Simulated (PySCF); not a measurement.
Species: C3H4FN.
Cartesian coordinates in Å at the PBE0-D3(BJ)/def2-SVP level; atoms count from 1:
```
atom  x, y, z in Å
F1    -1.4178    1.0354   -0.8362
C2    -1.0983    0.0786    0.0988
C3     0.2590   -0.4972   -0.1782
C4     1.4714    0.1956    0.2028
N5     1.1964   -0.7299    0.9980
H6    -1.1059    0.5392    1.1015
H7    -1.8722   -0.7070    0.0663
H8     0.3036   -1.2478   -0.9795
H9     2.2324    0.9649    0.0533
```

Level: CAM-B3LYP/def2-SVPD in PySCF, non-relativistic, on one gas-phase PBE0-D3(BJ)/def2-SVP geometry that isn't relaxed in the solvent. The solvent is an IEF-PCM continuum (Bondi radii, 1.10 Å for H, scaled by 1.2), and excitations are vertical TDDFT with non-equilibrium linear response and a frozen core. Only the electrostatic response of the medium enters.

```json
{"run": "gas", "E − E(gas) (kcal/mol)": "0.00", "HOMO (eV)": "-9.70", "HOMO–LUMO gap (eV)": "9.89", "dipole (D)": "0.88", "lowest singlet (eV)": "5.23", "static polarisability (au)": "40.7"}
{"run": "P", "E − E(gas) (kcal/mol)": "-5.94", "HOMO (eV)": "-9.62", "HOMO–LUMO gap (eV)": "10.00", "dipole (D)": "1.12", "lowest singlet (eV)": "5.32", "static polarisability (au)": "52.1"}
{"run": "Q", "E − E(gas) (kcal/mol)": "-4.33", "HOMO (eV)": "-9.62", "HOMO–LUMO gap (eV)": "9.97", "dipole (D)": "1.05", "lowest singlet (eV)": "5.29", "static polarisability (au)": "48.6"}
```

Question: The runs were made in acetonitrile and chloroform. Which run belongs to which solvent?

Answer: P = acetonitrile, Q = chloroform. The dielectric constants are 4.711 (chloroform), 35.69 (acetonitrile), and the energy falls further as ε rises. The optical constants n² used for the excitations are 2.09, 1.81 in the same order. In this model the ground state sees the solvent through ε alone.

Question: How constant is the ratio of the lowering to (ε − 1)/(2ε + 1)?

Answer: 
| solvent | (ε − 1)/(2ε + 1) | E − E(gas) (kcal/mol) | ratio (kcal/mol) | polarisation term (kcal/mol) |
| --- | --- | --- | --- | --- |
| chloroform | 0.356 | -4.33 | -12.2 | -4.85 |
| acetonitrile | 0.479 | -5.94 | -12.4 | -6.92 |

The ratio changes by +1.8 % in size from chloroform to acetonitrile. The polarisation term is half the interaction of the solute with the induced surface charges.

On one thread of an x86-64 server, on a shared host, this took 6.7 s of wall time. This is the whole response run at CAM-B3LYP/def2-SVPD in acetonitrile, SCF included.
